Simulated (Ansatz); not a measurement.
## CO⁺, doublet: vertical spin and charge gaps

Geometry (PBE0/def2-TZVP stationary point for this spin):

```xyz
2

O     0.0000    0.0000    0.0000
C     0.0000    0.0000    1.1062
```

Basis cc-pVDZ; Ansatz 0.2.0. Only valence electrons are correlated (noble-gas cores frozen). R marks a restricted (for open shells ROHF) determinant, U an unrestricted one. Active spaces: valence = (9e, 8o) chosen from the atoms' valence shells.

Gaps are energies of the second state less the first, at fixed atoms, for a selection of the levels run; each method lands on the state that its own search finds for that charge and spin.

Unrestricted rows (U, and Kohn–Sham where it breaks symmetry) aren't spin-pure: their determinants' ⟨S²⟩ exceeds S(S+1) by up to 0.20, so they mix in states of higher spin. For open shells CISD and CISDTQ are restricted-active-space CI with the open shells as a complete middle space. The determinant of the CO⁺ quartet fills πx and πy unequally, so it is a mixture of Σ and Δ, which weighs on every level built on one determinant. A value is left out where its run failed or describes another state than the reference as far as symmetry and spin tell, or, spin-broken singlets apart, can't be checked.

Task: PBE gives 8.011 eV for quartet less doublet. Estimate what full CI gives in cc-pVDZ.

Result: Full CI in cc-pVDZ gives 7.417 eV, so against it PBE is off by 0.594 eV.

By full CI's occupations no single determinant describes the quartet well.

```tsv
level	gap (eV)	error (meV)	⟨S²⟩ where 0.1 over S(S+1) (first / second)
UHF	5.790	-1627	0.95 / –
CISD	7.398	-19	– / –
RCCSD	7.672	255	– / –
UCCSD	7.682	265	0.95 / –
BCCD(T)	7.761	344	– / –
CISDTQ	7.397	-20	– / –
RCCSDT(Q)*	7.393	-24	– / –
RCCSDTQ*	7.416	-1	– / –
MRCISD+Q (valence space)	7.430	13	– / –
```

An asterisk marks runs whose energy the program itself flagged as in doubt.

In so small a basis the reference is far from its limit while semilocal and hybrid functionals are nearer theirs, so the functionals' errors here hold much of the reference's basis and frozen-core error, which can add to them or hide them.

Full CI is exact within this basis and frozen core; it isn't the basis-set limit. The frozen core follows each run's orbitals, which can shift R against U totals by a few meV.
